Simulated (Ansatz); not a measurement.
Results of revPBE (Ansatz, a program for electronic structure, PAW) for chalcopyrite CdGeAs2.

Run with plane-wave cutoff 520 eV, 8×8×8 k mesh, Fermi–Dirac smearing 0.01 eV, scalar-relativistic PAW data made under PBE.

The volume scan:

```json
[
 {"V (Å³/atom)": "25.826", "E − E_lowest (meV/atom)": "7.09", "P (GPa)": "2.187"},
 {"V (Å³/atom)": "26.364", "E − E_lowest (meV/atom)": "1.71", "P (GPa)": "1.035"},
 {"V (Å³/atom)": "26.902", "E − E_lowest (meV/atom)": "0.00", "P (GPa)": "0.006"},
 {"V (Å³/atom)": "27.440", "E − E_lowest (meV/atom)": "1.55", "P (GPa)": "-0.911"},
 {"V (Å³/atom)": "27.978", "E − E_lowest (meV/atom)": "6.01", "P (GPa)": "-1.729"}
]
```

Task: Estimate the bulk modulus from the pressures at 26.364 and 27.440 Å³/atom, and compare it with a fit to all energies.

Result: B = −V dP/dV. Between V = 26.364 and 27.440 Å³/atom, dP/dV = (-0.911 − (1.035))/(27.440 − 26.364) = -1.81 GPa per Å³/atom; at the midpoint 26.902 Å³/atom this gives B ≈ 48.7 GPa. The third-order Birch–Murnaghan fit gives V0 = 26.906 Å³/atom, B0 = 48.5 GPa, B′ = 4.7, which lies within 1 % of that estimate.

Shape and atoms are relaxed at each volume.

Measured, for comparison: bulk modulus 69.9 GPa (temperature not stated, not corrected to a static lattice; as tabulated in Toher et al. (2017), arXiv:1611.05714). Computed (rounded) less measured: bulk modulus -31 %.

Note: the gap of the solid is closed in this run; this level leaves the solid without a gap, although one is measured; the bulk modulus comes from volumes at which shape and atoms were relaxed.

Computed values are for the static lattice.
